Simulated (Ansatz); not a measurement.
# What each rung costs, and what it gives

Saddle point of CH7OSi, doublet (CH₃O ([CH3][O]) + SiH₄ → CH₄O ([CH3][OH]) + SiH₃; bonds formed: H1–O3; bonds broken: H1–Si2), PBE0-D4/def2-TZVP structure:

H1  (0.035, 0.084, -0.759)
Si2  (1.395, 0.865, -0.783)
O3  (-1.220, -0.629, -0.532)
C4  (-1.348, -0.847, 0.825)
H5  (2.465, -0.037, -1.281)
H6  (1.707, 1.303, 0.604)
H7  (1.259, 2.046, -1.672)
H8  (-1.391, 0.080, 1.414)
H9  (-0.581, -1.516, 1.236)
H10  (-2.320, -1.349, 0.947)
(Å)

Barriers are electronic and count from the start structure reached by relaxing down the imaginary mode. Spin–orbit coupling is left out.

Ansatz 0.2.0; basis: as named in each row; cores frozen in the correlated methods; orbitals are unrestricted. B3LYP uses VWN-RPA correlation. Extrapolation: Hartree–Fock as exp(−7.88 √X), correlation as X^−2.97.

Times are rough, for one single point on 4 threads of a shared host (AMD EPYC 7R43).

The estimate by CCSD(T) at an estimated basis limit (MP2 extrapolated from triple and quadruple zeta, plus CCSD(T) − MP2 in triple zeta) is 0.344 eV.

```
      method       basis  time (s)  barrier (eV)  method less estimate
          HF      STO-3G   under 1         0.745                 0.401
      PBE-D4      STO-3G   under 1        -0.116                -0.461
       SPW92    def2-SVP   under 1        -0.161                -0.505
    B3LYP-D4       6-31G   under 1         0.196                -0.148
      PBE-D4    def2-SVP         1         0.085                -0.259
     PBE0-D4    def2-SVP         1         0.277                -0.067
       SPW92  def2-TZVPP         1        -0.225                -0.569
     BLYP-D4  def2-TZVPP         2         0.086                -0.258
      PBE-D4  def2-TZVPP         3         0.020                -0.325
     PBE0-D4  def2-TZVPP         3         0.214                -0.130
    B3LYP-D4  def2-TZVPP         4         0.224                -0.121
CAM-B3LYP-D4  def2-TZVPP         4         0.292                -0.052
     wB97M-V    def2-SVP         4         0.410                 0.065
     CCSD(T)    def2-SVP         4         0.520                 0.176
    PBE-QIDH  def2-TZVPP         5         0.356                 0.011
   r2SCAN-D4  def2-TZVPP         6         0.177                -0.167
  r2SCAN0-D4  def2-TZVPP         6         0.313                -0.031
    BHLYP-D4  def2-TZVPP         6         0.444                 0.099
      B2PLYP  def2-TZVPP         6         0.299                -0.046
  RPA on PBE  def2-TZVPP         6         0.397                 0.053
      B97M-V  def2-TZVPP         8         0.256                -0.089
     wB97X-V  def2-TZVPP        14         0.349                 0.004
     wB97M-V  def2-TZVPP        15         0.362                 0.017
         MP2  def2-QZVPP        23         0.391                 0.046
     CCSD(T)  def2-TZVPP       110         0.372                 0.028
```

All methods are single points on the PBE0-D4 structures; a negative value means that the method puts the saddle structure below the start.

The T1 diagnostic stays at or below 0.022. ⟨S²⟩ of the unrestricted Hartree–Fock references: 0.75 to 0.77 (a pure state has 0.75).

Radical steps of this kind take place in plasma deposition and etching.

Labels in which every atom is bracketed show which atoms are joined, not bond orders.
